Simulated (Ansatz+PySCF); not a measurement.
Two shapes of doublet C₃H₂N.

Shape 1:

```xyz
6

C     0.0000   -0.0088   -1.0967
C     0.0000    0.1776    0.1927
C     0.0000    0.0208    1.5186
N     0.0000   -0.0514    2.6920
H     0.0000   -0.9638   -1.5108
H     0.0000    0.8255   -1.7957
```

Shape 2:

```xyz
6

C     0.0000    0.0019   -1.0921
C     0.0000    0.1883    0.1973
C     0.0000    0.0315    1.5232
N     0.0000   -0.0407    2.6967
H     0.0000   -1.0173   -1.5340
H     0.0000    0.8363   -1.7911
```

Basis set: cc-pVTZ (spherical functions). Correlated methods keep 4 orbitals frozen. Correlation on ROHF uses semicanonical orbitals with singles. Charge 0, multiplicity 2.

Computed with Ansatz (development build ahead of 0.2.0) and PySCF 2.14.0; each method stands on the lowest determinant of its kind that the runs found.

(1) Which shape is lower in energy, and by how much in each method?

Answers

(1)

```json
{"method": "ROHF", "E(2) − E(1) (eV)": "-0.007"}
{"method": "UHF", "E(2) − E(1) (eV)": "-0.008"}
{"method": "ROHF-MP2", "E(2) − E(1) (eV)": "-0.031"}
{"method": "UHF-MP2", "E(2) − E(1) (eV)": "-0.024"}
```

Shape 2 is lower. Caution for ROHF, ROHF-MP2: an unrestricted determinant lies well below. Caution for UHF, UHF-MP2: the unrestricted determinant is spin contaminated. Caution for ROHF-MP2, UHF-MP2: forces differ strongly between restricted and unrestricted references.
